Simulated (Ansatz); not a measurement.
How far each method lies from full CI for H$_{2}$B–B, triplet

Geometry: a point of a stretch scan, not a stationary point.

```
atom   x (Å)    y (Å)    z (Å)
   B  0.0000   0.0000   1.3086
   B  0.0000   0.0000  -1.6604
   H  0.0000   1.0479   1.8869
   H  0.0000  -1.0479   1.8869
```

Basis 6-31G; Ansatz 0.2.0. Only valence electrons are correlated (noble-gas cores frozen), which leaves 8 electrons in 20 orbitals. Prefix R: restricted or restricted open-shell reference; prefix U: unrestricted. Active spaces: valence = (8e, 10o) chosen from the atoms' valence shells; pair = (4e, 4o) about the gap.

Full CI is exact within this basis and frozen core; it isn't the basis-set limit. The frozen core follows each run's orbitals, which can shift R against U totals by a few meV.

For open shells CISD and CISDTQ are restricted-active-space CI with the open shells as a complete middle space.

The UHF ⟨S²⟩ is 2.045 and the T1 diagnostic (RCCSD) is 0.0369. The largest doubles amplitude (RCCSD) is 0.138. The T1 diagnostic (UCCSD) is 0.0336.

```csv
level,E − E(full CI) (mEh),share of correlation (%),wall time
RHF,104.27,0.00,–
UHF,101.93,2.25,–
RMP2,38.79,62.80,–
UMP2,38.47,63.10,–
CISD,8.93,91.43,0.84 s
RCCSD,3.05,97.07,–
UCCSD,3.09,97.04,–
RCCSD(T),1.37,98.69,1.2 s
UCCSD(T),1.40,98.65,1.7 s
BCCD(T),1.46,98.60,1.4 s
RCCSDT,0.13,99.88,–
UCCSDT,0.13,99.87,–
CISDTQ,0.36,99.66,6 s
RCCSDT(Q),0.03,99.97,4.9 s
UCCSDT(Q),0.03,99.97,5 s
CASSCF (pair space),84.38,19.08,–
NEVPT2 (pair space),31.75,69.55,0.81 s
MRCISD (pair space),6.86,93.42,–
MRCISD+Q (pair space),1.48,98.58,1.1 s
CASSCF (valence space),29.29,71.91,–
NEVPT2 (valence space),9.66,90.74,4.3 s
MRCISD (valence space),0.79,99.25,–
MRCISD+Q (valence space),0.25,99.76,6.5 s
```

The correlation energy at full CI, counted from RHF, is -2.837 eV. That run took 55 s on 1 thread of Arm Neoverse V1, shared host over 5,855,680 determinants.

Times hold each run's SCF and search for its determinant on a shared host, so for small cases they say little of a method's own cost; they ran on 1 thread of Arm Neoverse V1.

The full-CI state has the irrep B1 of C2v, in the program's axes.

Natural occupations of full CI about the gap: 1.968 1.967 1.883 0.963 0.962 0.085 0.052 0.050 0.020 0.020; effectively unpaired electrons, Σ n²(2−n)², 2.10.
